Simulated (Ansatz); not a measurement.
## A ladder of methods for BH3F− (SMILES [H][B-]([H])([H])F)

The species is BH3F− (5 atoms), meant as a singlet with charge -1. As SMILES, `[H][B-]([H])([H])F`. The coordinates come from a GFN2-xTB relaxation.

```xyz
5

B    -0.0003    0.0004   -0.0571
F     0.0125   -0.0209    1.3892
H     1.1601    0.0117   -0.4543
H    -0.5906    1.0127   -0.4241
H    -0.5817   -1.0038   -0.4537
```

Quantity: the energy change with the B1–H5 bond stretched from 1.226 to 3.065 Å, in eV. The values are calculated.

```json
{"level": "PBE/STO-3G (restricted)", "kind": "GGA", "program": "Ansatz", "value (eV)": "5.10", "less FCI/STO-3G": "-0.63"}
{"level": "r2SCAN/STO-3G (restricted)", "kind": "meta-GGA", "program": "Ansatz", "value (eV)": "5.51", "less FCI/STO-3G": "-0.22"}
{"level": "r2SCAN0/STO-3G (restricted)", "kind": "hybrid meta-GGA", "program": "Ansatz", "value (eV)": "6.25", "less FCI/STO-3G": "+0.52"}
{"level": "wB97X/STO-3G (restricted)", "kind": "range-separated hybrid", "program": "Ansatz", "value (eV)": "6.49", "less FCI/STO-3G": "+0.76"}
{"level": "B2PLYP/STO-3G (restricted)", "kind": "double hybrid", "program": "Ansatz", "value (eV)": "5.89", "less FCI/STO-3G": "+0.16"}
{"level": "RPA@PBE/STO-3G (restricted)", "kind": "RPA", "program": "Ansatz", "value (eV)": "4.99", "less FCI/STO-3G": "-0.74"}
{"level": "MP2/STO-3G (restricted)", "kind": "perturbation theory", "program": "Ansatz", "value (eV)": "6.60", "less FCI/STO-3G": "+0.87"}
{"level": "CCSD/STO-3G (restricted)", "kind": "coupled cluster or CI", "program": "Ansatz", "value (eV)": "5.88", "less FCI/STO-3G": "+0.15"}
{"level": "FCI/STO-3G", "kind": "exact in the basis", "program": "Ansatz", "value (eV)": "5.73", "less FCI/STO-3G": "0.00"}
```

FCI/STO-3G is exact within its basis and frozen core, so for wave-function methods in that basis the difference is their error; functionals converge differently with the basis, so for them it is only a difference. Sets without diffuse functions describe the anion poorly. The first shape isn't each level's own minimum. The values span 4.99 to 6.60 eV. All rows use very small basis sets, so none should be taken for the real molecule's value.
